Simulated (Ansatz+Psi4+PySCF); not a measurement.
# doublet NH(+): levels of theory in one basis

```json
{"atom": "N", "x (Å)": "0.0000", "y (Å)": "0.0000", "z (Å)": "0.1559"}
{"atom": "H", "x (Å)": "0.0000", "y (Å)": "0.0000", "z (Å)": "-1.0914"}
```

Basis set: cc-pVTZ (spherical functions). Correlated methods keep 1 orbital frozen. Correlation on ROHF uses semicanonical orbitals with singles. Charge 1, multiplicity 2.

Computed with Ansatz (development build ahead of 0.2.0) and Psi4 1.11; each method stands on the lowest determinant of its kind that the runs found.

```csv
method,E − E(ROHF) (eV),<S²> of the determinant
ROHF,0.00,0.75
UHF,-0.42,1.30
ROHF-MP2,-3.27,–
UHF-MP2,-3.18,1.30
ROHF-CCSD,-4.00,–
UHF-CCSD,-3.99,1.30
ROHF-CCSD(T),-4.10,–
UHF-CCSD(T),-4.09,1.30
```

The restricted and unrestricted rows may stand on different electronic states: another unrestricted solution lies nearer the restricted one.

Caution for UHF, UHF-MP2, UHF-CCSD, UHF-CCSD(T): the unrestricted determinant is spin contaminated; the determinant breaks the point group. Caution for ROHF-MP2, UHF-MP2: MP2 on this radical cation hangs on the determinant chosen. Caution for UHF-MP2, UHF-CCSD, UHF-CCSD(T): large amplitudes, a single reference is doubtful. Caution for UHF-MP2: another reference gives a lower total.
